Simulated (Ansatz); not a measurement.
Isomers

Structures of SiH₃SO (charge -1), closed shell, relaxed at PBE0-D4/def2-TZVPD (vibrations not checked; lower isomers may exist, and structures with a doubtful reference or unclear bonds are left out). Program: Ansatz 0.2.0. Basis: def2-TZVPPD. Cores are frozen in the correlated methods. B3LYP uses VWN-RPA correlation.

Problem. Rank them by CCSD(T) energy, lowest first, and give each one's height above the lowest. Links in brackets join atoms within 1.22 times the sum of their covalent radii (1.1 for two metals). (An estimate is asked for; the value comes from the calculation.)
A.
SiH₃SO ([O][SiH2][SH]), total charge -1
```
6
angstrom
O -2.0016 0.4825 -0.2158
Si -0.5294 0.0091 -0.3481
S 0.6603 0.4268 1.5023
H -0.2689 -1.4730 -0.5477
H 0.3358 0.6522 -1.4169
H 1.8037 -0.0976 1.0263
```
B.
SiH₃SO ([OH][SiH][SH]), total charge -1
```
6
angstrom
O -1.7244 0.4270 -0.2687
Si -0.1804 -0.1794 -0.7543
S 0.8626 -0.4195 1.2753
H -0.4650 -1.7050 -0.6714
H -2.0449 -0.0078 0.5259
H 1.4202 0.8007 1.3445
```
C.
SiH₃SO ([O][S][SiH3]), total charge -1
```
6
angstrom
O 0.4544 -2.0872 1.2152
S 1.2513 -0.9570 0.4741
Si -0.1490 0.4486 -0.2571
H -1.1676 -0.0715 -1.2404
H 0.6177 1.5302 -0.9667
H -1.0069 1.1369 0.7749
```

Solution. By the calculation: A (0.00 kcal/mol), B (15.53 kcal/mol), C (61.16 kcal/mol). Heights count from the lowest.

Problem. Do PBE-D4, r2SCAN-D4, PBE0-D4, B3LYP-D4, wB97M-V, HF, MP2 give the same order? (Judge from chemistry; the calculation decides.)

Solution. Computed: All do.

T1 diagnostic: at most 0.020.

For scale, one of the runs: CCSD(T)/def2-TZVPPD, 190 basis functions, launched by `ansatz run in.yaml --threads 2 --pin off --events-out ev --progress --plain --max-ram 4352MiB`. The run took 44 s on 2 CPU threads of an Arm Neoverse V1 (shared host), with 1.9 GiB of host memory at its peak.
